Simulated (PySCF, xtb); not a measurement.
Homolysis of single bonds, series In Cl-NH2. All species are isolated molecules in the gas phase. One relaxed conformer stands for each flexible species; it need not be the lowest. Strings in code marks are SMILES.

Quantity: homolytic bond dissociation enthalpy at 298 K (no spin–orbit term), in kcal/mol. Thermal and zero-point terms are GFN2-xTB rigid-rotor harmonic values (xtb).

Case: N–In bond of `[NH2][In]([NH2])[Cl]`, giving `[NH2]` and `[NH2][In][Cl]`. Geometry of `[NH2][In]([NH2])[Cl]` (neutral, multiplicity 1, Å):

```xyz
8

N     -1.7559    -0.5208     0.1083
In    -0.0071     0.4465     0.0912
N      1.8429    -0.3101     0.1206
Cl    -0.1447     2.7558     0.4052
H     -2.5863     0.0202    -0.0749
H     -1.8275    -1.4321    -0.3153
H      2.6045     0.3251    -0.0594
H      2.0223    -1.2053    -0.3054
```

Task: Predict the homolytic bond dissociation enthalpy at 298 K (no spin–orbit term) from TPSSh-D3(BJ)/def2-TZVP // CAM-B3LYP-D3(BJ)/def2-TZVP (PySCF).

Result: 64.9 kcal/mol.
